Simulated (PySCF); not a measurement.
C5H9O (doublet state).
Atom-mapped SMILES: `[CH2:1]/[CH:2]=[C:3](\[CH3:4])[O:5][CH3:6]` (hydrogens: H7, H8 on C1; H9 on C2; H10, H11, H12 on C4; H13, H14, H15 on C6)

Structure used (GFN2-xTB), in Å, numbered top down from 1:
```
atom  x, y, z in Å
C1    -1.9781   -1.0488   -0.1406
C2    -0.6383   -0.8174    0.0293
C3     0.0105    0.4016   -0.0650
C4    -0.6454    1.7072   -0.3738
O5     1.3558    0.5734    0.1162
C6     2.1682   -0.5302    0.4196
H7    -2.6803   -0.2708   -0.3737
H8    -2.3727   -2.0425   -0.0417
H9    -0.0311   -1.6825    0.2612
H10   -0.4735    2.4115    0.4405
H11   -0.2095    2.1383   -1.2753
H12   -1.7114    1.5833   -0.5180
H13    3.1786   -0.1347    0.5157
H14    2.1488   -1.2786   -0.3796
H15    1.8742   -1.0018    1.3633
```

The hyperfine couplings belong to this conformer and change with its torsions.

Method used: UKS B3LYP, pcH-1 on C H O, non-relativistic, mean-field spin-orbit, GIAO (PySCF 2.14.0). Geometry: GFN2-xTB, one conformer, isolated molecule. GFN2-xTB frequencies show an imaginary mode (114i cm⁻¹), so this geometry is no minimum at that level. Couplings are sensitive to structure, and on GFN2-xTB geometries they can be far from those on DFT ones. No stability test was run, so a lower SCF solution isn't excluded.

Task: Break the g tensor into its mass correction, gauge correction and orbital-Zeeman/spin–orbit terms.

Result: 
```json
{"Δg (ppm)": "relativistic mass correction", "1": "-169", "2": "-169", "3": "-169"}
{"Δg (ppm)": "gauge correction", "1": "-4", "2": "43", "3": "32"}
{"Δg (ppm)": "orbital Zeeman/spin–orbit", "1": "-23", "2": "932", "3": "1431"}
{"Δg (ppm)": "total", "1": "-196", "2": "807", "3": "1295"}
```

So g = 2.00212, 2.00313, 2.00361 and g_iso = 2.00295; the tensor is rhombic: the two nearest values differ by 33 % of g3 − g1. Axes: g2 points within 9° of the C1–C2 bond and g3 points within 10° of the C3–C4 bond.

Task: At 9.434 GHz, how far is the centre of the isotropic spectrum from where a free electron (g = 2.002319) resonates?

Result: B = hν/(g μB) with μB/h = 13.99624 MHz/mT gives 336.63 mT for the free electron and 336.52 mT at g_iso, 0.11 mT lower.

Task: What are the electron Larmor frequencies g μB B/h along the three axes at 3350 mT?

Result: 93.8744, 93.9214, 93.9443 GHz for g1, g2 and g3, a range of 69.9 MHz.

Task: In a frozen sample, at which fields do the three g values resonate at 9.5, 34, 94 and 263 GHz (hyperfine left aside), and which band first spreads them over more than twice a line width of 1.0 mT?

Result: 
| band | GHz | B(g3) mT | B(g2) mT | B(g1) mT | spread mT |
| --- | --- | --- | --- | --- | --- |
| X | 9.5 | 338.76 | 338.85 | 339.02 | 0.25 |
| Q | 34.0 | 1212.42 | 1212.72 | 1213.32 | 0.90 |
| W | 94.0 | 3351.99 | 3352.80 | 3354.48 | 2.50 |
| J | 263.0 | 9378.43 | 9380.71 | 9385.41 | 6.98 |

The spread grows in proportion to the frequency. W band is the first where it exceeds 2.0 mT.

Largest spin populations (Mulliken): C1 (+0.68), C3 (+0.51), C2 (-0.22) and O5 (+0.07). The positive populations add up to 1.33 and the negative ones to -0.33, together 2S = 1. The angles at C1 add up to 360.0°, so it is planar; its axial dipolar tensor and the negative couplings of its protons fit spin in a p orbital normal to that plane.

The HOMO–LUMO gaps are 5.73 eV among the α and 5.77 eV among the β orbitals.
